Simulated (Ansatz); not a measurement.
# C4H8O2: one species, many methods

One table from this session's results is given with a row withheld; the runs are named, their logs left out.

Method: functionals in def2-TZVPP, the program's frozen cores in correlated methods; program: Ansatz 0.2.0, Gaussian basis.

Plan: PBE-D4, r2SCAN-D4, PBE0-D4, B3LYP-D4, ωB97X-V, ωB97M-V, B2PLYP; CCSD(T)/def2-TZVPP; MP2/def2-QZVPP; extrapolation to the limit.

### Structure used throughout

The geometry comes from an earlier relaxation with PBE0-D4 in a triple-zeta def2 set; it is a stationary point, not always the lowest conformer.

14 atoms, charge 0, spin multiplicity 1.

Atoms are counted from 1 here; the program's logs count them from 0.

Bond lengths: C1–C2 1.528 Å, C1–C6 1.528 Å, C1–H7 1.093 Å, C1–H8 1.093 Å, C2–O3 1.415 Å, C2–H9 1.098 Å, C2–H10 1.090 Å, O3–C4 1.400 Å, C4–O5 1.400 Å, C4–H11 1.099 Å, C4–H12 1.099 Å, O5–C6 1.415 Å, C6–H13 1.098 Å, C6–H14 1.090 Å. Angles: C2–C1–C6 107.3°, C2–C1–H7 111.1°, C2–C1–H8 109.9°, C6–C1–H7 109.9°, C6–C1–H8 111.1°, H7–C1–H8 107.7°, C1–C2–O3 109.2°, C1–C2–H9 110.6°, C1–C2–H10 112.2°, O3–C2–H9 110.0°, O3–C2–H10 106.6°, H9–C2–H10 108.1°, C2–O3–C4 111.1°, O3–C4–O5 112.6°, O3–C4–H11 105.7°, O3–C4–H12 111.4°, O5–C4–H11 111.4°, O5–C4–H12 105.7° and more.

The first run:

in.yaml

```yaml
crystal:
  periodic: [false, false, false]
  atoms:
    - {symbol: C, position_ang: [-0.459043, 1.055233, -0.537928]}
    - {symbol: C, position_ang: [-0.325456, -0.314827, -1.200557]}
    - {symbol: O, position_ang: [0.797165, -0.986159, -0.660334]}
    - {symbol: C, position_ang: [0.581760, -1.332627, 0.678730]}
    - {symbol: O, position_ang: [-0.198511, -0.391375, 1.359986]}
    - {symbol: C, position_ang: [0.059724, 0.919336, 0.892842]}
    - {symbol: H, position_ang: [0.122895, 1.809569, -1.074025]}
    - {symbol: H, position_ang: [-1.504965, 1.373066, -0.548978]}
    - {symbol: H, position_ang: [-1.232910, -0.911787, -1.041555]}
    - {symbol: H, position_ang: [-0.154948, -0.238839, -2.274570]}
    - {symbol: H, position_ang: [1.580878, -1.423638, 1.126840]}
    - {symbol: H, position_ang: [0.040385, -2.284977, 0.763416]}
    - {symbol: H, position_ang: [1.136657, 1.128019, 0.935525]}
    - {symbol: H, position_ang: [-0.443619, 1.598997, 1.580619]}
basis:
  gaussian: {orbitals: def2-TZVPP}
hamiltonian: {xc: pbe, dispersion: d4}
output: {forces: true, orbitals: {seedname: orbitals}}
```

Command:

```
> ansatz run in.yaml --threads 2 --pin off --events-out ev --progress --plain --max-ram 32768MiB --backend cuda --devices 0, --max-vram 18GiB
```

Among the steps run: PBE-D4 (GGA); r2SCAN-D4 (meta-GGA); PBE0-D4 (hybrid); B3LYP-D4 (hybrid); ωB97X-V (range-separated); ωB97M-V (range-separated); B2PLYP (double hybrid); CCSD(T) in def2-TZVPP; MP2 in def2-QZVPP.

One of the session's tables, all rows but one given; the rest of the session is left out.

| method | atomisation energy (kcal/mol) |
| --- | --- |
| PBE-D4 | 1392.8 |
| r2SCAN-D4 | 1359.7 |
| PBE0-D4 | 1365.1 |
| B3LYP-D4 | 1353.3 |
| ωB97X-V | 1359.8 |
| ωB97M-V | 1360.3 |
| B2PLYP | 1340.8 |
| HF/def2-TZVPP | 973.3 |
| MP2/def2-TZVPP | ? |
| CCSD/def2-TZVPP | 1301.6 |
| CCSD(T)/def2-TZVPP | 1322.7 |
| MP2/CBS | 1381.6 |
| CCSD(T)/CBS | 1355.7 |

Estimate the missing values for MP2/def2-TZVPP.

As computed: atomisation energy (kcal/mol): 1348.6. In the column «atomisation energy (kcal/mol)» it lies between B2PLYP (1340.8) and B3LYP-D4 (1353.3).
